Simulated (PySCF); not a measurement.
O2 under electron impact: the energy ladder

PBE in PySCF with def2-TZVPPD on every atom, for the lowest determinant that a PBE0 search found; no spin–orbit coupling.

```tsv
species	state (unpaired electrons)	Re (Å)	ωe (cm⁻¹)	energy of the minimum from the neutral (eV)	De (eV)	dissociates to
O2	triplet (π ↑↑)	1.218	1555	0.00	6.22	O + O
O₂⁺	doublet (π ↑)	1.122	1931	12.23	8.04	O⁺ + O
```

Question: Work out the lowest energy to break O2 into atoms, from its vibrational ground state.

Answer: D0 = De − ωe/2 = 6.22 − 0.10 = 6.12 eV (PBE/def2-TZVPPD).

Question: Work out the ionisation energy of the O atom at this level and the threshold of dissociative ionisation.

Answer: IE(O) = 12.23 + 8.04 − 6.22 = 14.05 eV, so O⁺ + O + e⁻ appears at D0 + IE(O) = 20.17 eV (PBE/def2-TZVPPD). The measured IE(O) is 13.618 eV (NIST ASD).

These are thermodynamic thresholds; the onsets seen under electron impact lie higher where the geometry changes, and cross-sections peak well above them.

States were picked by a PBE0 search and need not be the measured ground states.
